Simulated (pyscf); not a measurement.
Elementary routes open to HN=SiH–Cl + NH₃ in the gas phase (singlet surface):
A. HN=Si(NH₂)–Cl + H₂ (H–Si, H–N broken; N–Si, H–H formed)
B. H₂N–SiH(NH₂)–Cl (H–N broken; H–N, N–Si formed)

Optimised with ωB97X-D3(BJ)/def2-SVP in PySCF.

Task: Rank the routes by free-energy barrier at 298 K, lowest first, for ωB97M-D3(BJ)/def2-TZVP energies (ideal gas, 1 atm, RRHO with modes under 100 cm⁻¹ raised to 100, one conformer, R ln 2 for chiral ones without a mode under 150 cm⁻¹).

Result: B (-0.34 eV), A (1.17 eV)

Route B is the fastest of these, ahead of the next by 1.51 eV. The most stable products are those of B (ΔG = -2.56 eV), so kinetics and thermodynamics agree. At 1200 K B is still the fastest. A: On the reactant side the descent ends in an adduct with a N–Si contact, 1.18 eV under the separated species and 1.97 eV under the saddle at ωB97X-D3(BJ)/def2-TZVP. B: On the reactant side the descent ends in an adduct with a N–Si contact, 1.18 eV under the separated species and 0.32 eV under the saddle at ωB97X-D3(BJ)/def2-TZVP. Only these routes are compared; each barrier is that of the saddle found, and lower ones may exist.
